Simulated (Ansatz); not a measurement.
Total energies of `B1CN1`.

```
atom   x (Å)   y (Å)   z (Å)
  B1   0.351   0.517   0.722
  C2  -0.035   0.148  -0.745
  N3  -0.248  -0.655   0.464
  H4   0.802   1.205   1.573
  H5  -0.924   0.560  -1.221
  H6   0.706  -0.223  -1.453
  H7  -0.651  -1.551   0.661
```

The species carries charge 0 and has multiplicity 1. The geometry is a stationary point of PBE0-D4/def2-TZVP. Basis def2-TZVPP, Ansatz.

RPA on PBE orbitals: Hartree–Fock energy of these orbitals -119.31147 Eh, correlation -0.78595 Eh (frozen core).

```tsv
functional	energy without D4 (Eh)	D4 term (kJ/mol)
LDA (SPW92)	-119.01311	–
PBE	-119.96165	-7.7
revPBE	-120.09180	-29.3
BLYP	-120.07479	-18.0
r2SCAN	-120.04952	-1.8
PBE0	-119.97583	-6.3
r2SCAN0	-120.03749	-2.0
LC-ωPBE	-120.04435	–
ωB97M-V	-120.06927	–
B2PLYP	-120.01700	–
```

**Question.** Give the same for B97M-V, B3LYP, r2SCANh, HSE06 (plane-wave form), BHLYP, CAM-B3LYP, ωB97X-V, PBE-QIDH. (An estimate is asked.)

**Answer.** Ansatz gave: 
```tsv
functional	energy without D4 (Eh)	D4 term (kJ/mol)
B97M-V	-120.12671	–
B3LYP	-120.13466	-12.5
r2SCANh	-120.04449	-1.9
HSE06 (plane-wave form)	-119.96860	-5.8
BHLYP	-120.05356	-8.4
CAM-B3LYP	-120.06046	-6.2
ωB97X-V	-120.08960	–
PBE-QIDH	-119.95475	–
```

B3LYP takes the VWN-RPA correlation (the form of Gaussian; ORCA's B3LYP/G). HSE06 is the plane-wave form, built on full-range PBE exchange. The double hybrids freeze the cores in their second-order part.

LC-ωPBE has ω = 0.4 bohr⁻¹.
